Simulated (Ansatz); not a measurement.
Results of r²SCAN (Ansatz, an electronic-structure program, plane waves, PAW) for hcp Zn.

Run with plane-wave cutoff 500 eV, 22×22×1 k mesh (along the axes of the cell as run), Fermi–Dirac smearing 0.1 eV, scalar-relativistic PAW data made under PBE.

Question: Estimate the surface energy of the (10-11) face and work function of the (10-11) face that the calculation returns.

Answer: 
* **surface energy of the (10-11) face**: 0.89 J/m²
* **work function of the (10-11) face**: 4.29 eV

The slab of 12 atoms is relaxed and unreconstructed.

Computed values are for the static lattice.

The result took very roughly 3 core-hours.
